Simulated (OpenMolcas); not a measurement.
**HBS (hydrogen boron sulfide): a line through the functionals**

The species is HBS (3 atoms), meant as a singlet with charge 0. As SMILES, `B=S`. The coordinates come from a PBE0-D4/def2-TZVP relaxation.

The HOMO–LUMO gap y, in eV, basis def2-TZVPPD; a is the functional's share of exact exchange. Programs: OpenMolcas 26.06.

```
functional     program     a  y (eV)
       PBE  OpenMolcas     0    5.26
      BLYP  OpenMolcas     0    5.20
     B3LYP  OpenMolcas   0.2       ?
      PBE0  OpenMolcas  0.25    7.29
     BHLYP  OpenMolcas   0.5    9.18
```

Fit y = c + s·a to the known rows and predict B3LYP.


1. Means of the 4 rows: a = 0.1875, y = 6.732.
2. Σ(Δa)² = 0.17188, Σ(Δa·Δy) = 1.3631, so the slope is 1.3631/0.17188 = 7.9305.
3. Intercept: 6.732 − (7.9305) × 0.1875 = 5.245. The largest residual of the fit is 0.062.
4. B3LYP: 5.245 + (7.9305) × 0.2 = 6.83 eV.

The run gave 6.82 eV, so the prediction is off by +0.01 eV, within the scatter of the fit. Exact exchange lowers occupied levels and raises empty ones.
